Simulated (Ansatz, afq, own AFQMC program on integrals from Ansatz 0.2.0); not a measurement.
**AlSiH, triplet → AlSiH⁺, doublet**

| atom | x (Å) | y (Å) | z (Å) |
| --- | --- | --- | --- |
| Si | 0.0000 | -0.0360 | 1.1654 |
| Al | 0.0000 | -0.0118 | -1.2249 |
| H | 0.0000 | 1.3177 | 0.3154 |

Connectivity, by distances: SiH–Al.

E(doublet, charge +1) − E(triplet, charge +0) at this geometry, on UHF and UHF determinants.

Basis cc-pVTZ. Noble-gas cores (and the filled d shells of Ga–Kr and In–Xe) are frozen. Ansatz 0.2.0 and our own AFQMC program on the same integrals; the CISD trial comes from CCSD amplitudes, and released means the phaseless constraint is let go. Error bars are statistical, one sigma. The errors of all members are added in quadrature.

No full CI on the walks' own integrals is used here; CCSDT(Q) serves as the reference and is uncertain by about the last step of the cluster series. Each member takes its own surest rung, up to full CI.

The best estimate is CCSD(T) at the basis-set limit (CBS: def2-TZVPP and def2-QZVPP, with their diffuse functions for anions and beside diffuse sets, CCSD(T) itself extrapolated) plus the step from CCSD(T) to CCSDT(Q) in cc-pVTZ. Rows without CBS are in cc-pVTZ; B2PLYP and the wave-function rows carry a basis error of their own. Core correlation and relativity beyond core potentials are missing, and ± holds the sampling alone.

Cautions: AlSiH (triplet): lower spins were not checked, unrestricted determinant slightly spin contaminated (⟨S²⟩ 2.09 against 2.00), the released energies are still falling, so no released level is given (meV from the phaseless value at times in 1/Eh: -7 ± 4 at 0.24, -14 ± 6 at 0.51, -19 ± 4 at 0.99, -25.2 ± 2.4 at 1.62, -29 ± 4 at 2.40), though the last usable value meets CCSDT(Q) within the noise, its ph-AFQMC/CISD value lies 31 ± 4 meV above CCSDT(Q); AlSiH⁺ (doublet): higher spins were not checked, an unrestricted solution with more broken spin lies lower, strong correlation (T1 0.064, weight of the determinant 0.81, largest double 0.12), unrestricted determinant spin contaminated (⟨S²⟩ 0.89 against 0.75), the released energies have errors that jump between times, so the bars are unsure, so no released level is given (meV from the phaseless value at times in 1/Eh: -7 ± 6 at 0.24, -15 ± 4 at 0.51, -10455 ± 10430 at 0.99, -37 ± 8 at 1.62, -41 ± 4 at 2.40), its ph-AFQMC/CISD value lies 50 ± 4 meV above CCSDT(Q).

```csv
level,vertical ionization energy (kJ/mol)
MP2,738.7
wB97M-V,718.0
PBE,734.9
```

(1) From these cheaper values, estimate the vertical ionization energy at the level of the best estimate.

(1) 737.9 kJ/mol (best estimate, highest rung CCSDT(Q)).

```json
{"level": "HF", "vertical ionization energy (kJ/mol)": "708.6", "error against the best estimate (kJ/mol)": "-29.2"}
{"level": "CCSD", "vertical ionization energy (kJ/mol)": "733.6", "error against the best estimate (kJ/mol)": "-4.3"}
{"level": "CCSD(T)", "vertical ionization energy (kJ/mol)": "733.4", "error against the best estimate (kJ/mol)": "-4.5"}
{"level": "CCSDT", "vertical ionization energy (kJ/mol)": "733.3", "error against the best estimate (kJ/mol)": "-4.6"}
{"level": "CCSDT(Q)", "vertical ionization energy (kJ/mol)": "733.1", "error against the best estimate (kJ/mol)": "-4.8"}
{"level": "ph-AFQMC/CISD", "vertical ionization energy (kJ/mol)": "735.0 ± 0.6", "error against the best estimate (kJ/mol)": "-2.9 ± 0.6"}
{"level": "HF/CBS", "vertical ionization energy (kJ/mol)": "708.1", "error against the best estimate (kJ/mol)": "-29.8"}
{"level": "MP2/CBS", "vertical ionization energy (kJ/mol)": "740.3", "error against the best estimate (kJ/mol)": "2.4"}
{"level": "CCSD(T)/CBS", "vertical ionization energy (kJ/mol)": "738.2", "error against the best estimate (kJ/mol)": "0.3"}
{"level": "r2SCAN", "vertical ionization energy (kJ/mol)": "748.1", "error against the best estimate (kJ/mol)": "10.2"}
{"level": "PBE0", "vertical ionization energy (kJ/mol)": "744.9", "error against the best estimate (kJ/mol)": "7.0"}
{"level": "B3LYP", "vertical ionization energy (kJ/mol)": "734.8", "error against the best estimate (kJ/mol)": "-3.1"}
{"level": "B2PLYP", "vertical ionization energy (kJ/mol)": "734.7", "error against the best estimate (kJ/mol)": "-3.2"}
```

Correlation beyond CCSD(T) takes off 0.3 kJ/mol. Going to the basis-set limit adds 4.8 kJ/mol at CCSD(T). The perturbative (T) step is worth −0.2 kJ/mol. The functionals spread over 30.1 kJ/mol; PBE and B3LYP come nearest and wB97M-V is 19.9 kJ/mol too low. Where the cautions show a poor determinant, the low rows tell how each method copes with it, not its usual error.

Best estimates are given only where the step beyond CCSD(T) is under 0.3 eV and no member's determinant is very poor (T1 over 0.05, or 0.07 for open shells, ⟨S²⟩ too high by 0.3, two states mixed), so the hardest cases are missing from such tables.

The functionals ran in a triple-zeta set and keep a basis error of their own, a few kJ/mol for each bond in atomization energies and more for double hybrids, so close places among them and the extrapolated levels can swap.

CCSDT and higher add their correlation energy to the determinant of the CCSD(T) run, since their own runs factorise the integrals more tightly (a shift of under 2 meV). Each member of a difference takes its own highest rung, so a best estimate needn't equal the limit plus the step of one row. A walk keeps the symmetry of its determinant, which the program's search chose and which needn't be the lowest solution, so a lower state of the same spin and another symmetry isn't excluded.
